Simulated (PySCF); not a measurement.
# J couplings in C₃H₃F₂N

Geometry (Å), atoms numbered from 1 in this order:
```xyz
9

N     2.456   -0.807   -0.539
C     1.508   -0.303   -0.111
C     0.295    0.329    0.427
F     0.393    1.685    0.319
C    -0.937   -0.171   -0.303
F    -2.050    0.246    0.360
H     0.207    0.066    1.497
H    -0.939    0.232   -1.330
H    -0.917   -1.273   -0.347
```

Method: B3LYP/pcJ-1//PBE0-D3(BJ)/def2-SVP, PySCF; isolated molecule, single conformer, non-relativistic. Couplings are averaged over pairs made equivalent by symmetry, fast rotation or ring inversion, so a value needn't be that of the named pair in this geometry, while other rotamers aren't included; one pair stands for each set, and the list holds a selection of those of at least 1.5 Hz over up to four bonds. One-bond C–F couplings come out tens of Hz too large with common functionals.

Isotopes: $^{13}$C, $^{19}$F, $^{1}$H, $^{15}$N.

```
  pair  bonds  J (Hz)
N1, C2      1   -17.8
C2, C3      1       ?
C3, F4      1  -255.0
C3, C5      1       ?
C3, H7      1   164.9
C5, F6      1       ?
C5, H8      1   161.7
C5, H9      1   156.8
N1, C3      2     3.1
C2, F4      2    27.3
C2, H7      2    -7.1
C3, F6      2    26.5
C3, H9      2     6.7
F4, C5      2    22.3
F4, H7      2    56.9
C5, H7      2    -7.3
F6, H8      2       ?
F6, H9      2       ?
H8, H9      2   -12.5
N1, H7      3    -1.6
C2, F6      3       ?
F4, F6      3   -11.7
F4, H8      3    20.6
F6, H7      3    15.0
H7, H8      3       ?
H7, H9      3       ?
```

Question: Estimate the withheld couplings, with signs.

Answer: 
- $^{1}J$(C2,C3) = 75.4 Hz (bond length 1.469 Å)
- $^{1}J$(C3,C5) = 46.0 Hz (bond length 1.516 Å)
- $^{1}J$(C5,F6) = -253.8 Hz (bond length 1.361 Å)
- $^{2}J$(F6,H8) = 55.3 Hz (angle at C5 110°)
- $^{2}J$(F6,H9) = 52.1 Hz (angle at C5 110°)
- $^{3}J$(C2,F6) = 13.8 Hz (dihedral angle 170°)
- $^{3}J$(H7,H8) = 10.4 Hz (dihedral angle 171°)
- $^{3}J$(H7,H9) = 1.8 Hz (dihedral angle 70°)
